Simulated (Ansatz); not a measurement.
Density of states of Zr4O (R-3, a = 5.653 Å, b = 5.653 Å, c = 31.112 Å, α = 90.00°, β = 90.00°, γ = 120.00°), in states per eV and primitive cell, averaged over bins of 0.4 eV. Theory: DFT r2SCAN, scalar-relativistic, plane waves, PAW in Ansatz.

Settings: cutoff 500 eV, Γ-centred mesh 6×6×6 on the computed 15-atom cell, Gaussian smearing of 0.10 eV; no spin polarisation.

The cell is relaxed at this level. The states (both spins) are summed by tetrahedra on a 9×9×9 mesh at the self-consistent density. Energies are bin centres; the table starts no lower than −8 eV and ends at 6 eV, or lower where the solved bands end.

It is a metal at this level.

| E − E_F (eV) | total | Zr 4d | O 2p | Zr 5s | Zr 4p |
| --- | --- | --- | --- | --- | --- |
| -7.55 | 15.00 | 2.95 | 10.69 | 0.99 | 0.17 |
| -7.15 | 15.00 | 2.55 | 11.23 | 0.77 | 0.26 |
| -6.75 | 15.00 | 2.07 | 12.01 | 0.39 | 0.37 |
| -6.35 | 0.00 | 0.00 | 0.00 | 0.00 | 0.00 |
| -5.95 | 0.00 | 0.00 | 0.00 | 0.00 | 0.00 |
| -5.55 | 0.00 | 0.00 | 0.00 | 0.00 | 0.00 |
| -5.15 | 0.19 | 0.02 | 0.01 | 0.15 | 0.00 |
| -4.75 | 0.72 | 0.09 | 0.03 | 0.52 | 0.01 |
| -4.35 | 1.13 | 0.17 | 0.06 | 0.80 | 0.02 |
| -3.95 | 1.67 | 0.32 | 0.08 | 1.13 | 0.04 |
| -3.55 | 2.67 | 0.70 | 0.12 | 1.67 | 0.06 |
| -3.15 | 3.50 | 1.28 | 0.13 | 1.90 | 0.08 |
| -2.75 | 7.59 | 4.40 | 0.22 | 2.70 | 0.13 |
| -2.35 | 12.54 | 9.55 | 0.30 | 2.32 | 0.16 |
| -1.95 | 15.70 | 12.92 | 0.35 | 1.94 | 0.21 |
| -1.55 | 15.89 | 13.31 | 0.26 | 1.66 | 0.24 |
| -1.15 | 15.42 | 13.37 | 0.19 | 1.05 | 0.21 |
| -0.75 | 16.47 | 14.17 | 0.22 | 1.04 | 0.21 |
| -0.35 | 9.96 | 8.80 | 0.14 | 0.44 | 0.10 |
| 0.05 | 7.04 | 6.31 | 0.06 | 0.24 | 0.05 |
| 0.45 | 15.51 | 14.07 | 0.13 | 0.56 | 0.10 |
| 0.85 | 15.09 | 13.21 | 0.12 | 0.72 | 0.09 |
| 1.25 | 13.86 | 12.25 | 0.16 | 0.57 | 0.06 |
| 1.65 | 9.96 | 9.27 | 0.17 | 0.18 | 0.03 |
| 2.05 | 14.39 | 13.20 | 0.47 | 0.24 | 0.03 |
| 2.45 | 14.46 | 13.05 | 0.70 | 0.22 | 0.03 |
| 2.85 | 12.05 | 10.92 | 0.52 | 0.20 | 0.02 |
| 3.25 | 13.35 | 11.87 | 0.57 | 0.30 | 0.02 |
| 3.65 | 18.02 | 15.46 | 0.66 | 0.75 | 0.05 |
| 4.05 | 18.13 | 15.44 | 0.59 | 0.96 | 0.05 |

The columns after the total are the main Löwdin projections on the occupied valence shells of the potentials; 2 others are left out. The rest of the total lies in those, in shells that are empty in the free atom, which aren't projected, and between the atoms.

Whether Zr4O exists in this form wasn't checked.

Cost: 1 run of about 6.9 core-minutes, on Oxide Virtual Turin-like Processor (Zen 5) (shared hosts).